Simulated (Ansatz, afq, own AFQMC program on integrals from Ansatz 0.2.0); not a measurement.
## BSiH3, singlet: a scan with AFQMC

```xyz
5

Si    0.0091    0.0000    0.6016
B     0.0825    0.0000   -1.2150
H    -0.6559   -0.9412   -0.6669
H    -0.6559    0.9412   -0.6669
H     0.1724    0.0000   -2.3958
```

The B2–H5 distance is changed with both sides rigid. Energies in eV count from this geometry (1.184 Å) at the same level; the start stands on RHF, each point on the determinant named.

Basis cc-pVDZ. Only valence electrons are correlated. AFQMC by an in-house program on the Cholesky factors that Ansatz 0.2.0 writes for its CCSD(T) run. The CISD trial takes its coefficients from CCSD amplitudes. Released means that phaseless walkers are propagated on without the constraint, phases kept. Uncertainties: one standard error, sampling alone.

Cautions, each for one point or more: (T) is large; CCSDT(Q) on the RHF determinant differs, by its state or its frozen core; higher spins were not checked; restricted determinant unstable towards unrestricted; strong correlation; unrestricted determinant spin contaminated; walk and cluster series may follow different spin states.

```
r(B2–H5) / Å   det.     T1  weight  ⟨S²⟩     PBE   CCSD  CCSD(T)
       0.963    RHF  0.014    0.87  pure   1.045  1.038    1.046
       1.425    RHF  0.015    0.86  pure   0.411  0.460    0.448
       1.885    RHF  0.019    0.84  pure   2.109  2.250    2.196
       2.589    RHF  0.037    0.74  pure  4.008§  4.132    3.906
       4.025  UHF‡¶  0.038    0.85  1.09  4.443§  4.486    4.476
```

Q: Estimate the curve of CCSDT(Q), counted from the same start.

A: 
```json
{"r(B2–H5) / Å": "0.963", "det.": "RHF", "T1": "0.014", "weight": "0.87", "⟨S²⟩": "pure", "CCSDT(Q)": "1.046", "ph-AFQMC/CISD": "1.098 ± 0.020", "released AFQMC": "1.050 ± 0.021"}
{"r(B2–H5) / Å": "1.425", "det.": "RHF", "T1": "0.015", "weight": "0.86", "⟨S²⟩": "pure", "CCSDT(Q)": "0.446", "ph-AFQMC/CISD": "0.491 ± 0.022", "released AFQMC": "0.448 ± 0.022"}
{"r(B2–H5) / Å": "1.885", "det.": "RHF", "T1": "0.019", "weight": "0.84", "⟨S²⟩": "pure", "CCSDT(Q)": "2.186", "ph-AFQMC/CISD": "2.220 ± 0.027", "released AFQMC": "2.179 ± 0.031*"}
{"r(B2–H5) / Å": "2.589", "det.": "RHF", "T1": "0.037", "weight": "0.74", "⟨S²⟩": "pure", "CCSDT(Q)": "3.898", "ph-AFQMC/CISD": "3.985 ± 0.038", "released AFQMC": "3.939 ± 0.048*"}
{"r(B2–H5) / Å": "4.025", "det.": "UHF‡¶", "T1": "0.038", "weight": "0.85", "⟨S²⟩": "1.09", "CCSDT(Q)": "4.460", "ph-AFQMC/CISD": "4.511 ± 0.025", "released AFQMC": "4.487 ± 0.027*"}
```

Weight is that of the determinant in the CISD state; at the start T1 is 0.014 and the weight 0.87. ¶ marks points with a poor determinant and no full CI, where no value is sure; they don't count among the departures. An asterisk marks released energies that aren't shown to be converged. A double dagger marks points where the walks on two determinants ended up to 0.252 eV apart; the lower is shown. § marks a functional whose ⟨S²⟩ is too high by over 0.1. Largest departures from CCSDT(Q), at the points where its series has closed: CCSD(T) 0.010 eV at 1.885 (on RHF), ph-AFQMC/CISD 0.087 eV at 2.589 (on RHF), released AFQMC 0.004 eV at 0.963 (on RHF) (within the noise), PBE -0.077 eV at 1.885, CCSD 0.235 eV at 2.589 (on RHF). Functionals count only at points shown to share the start's state and spin. In this small basis the wave-function levels are far from their limit, so their gap to the functionals isn't the functionals' error.

A walk keeps the symmetry of its determinant, which the program's search chose and which needn't be the lowest solution, so a lower state of the same spin and another symmetry isn't excluded.
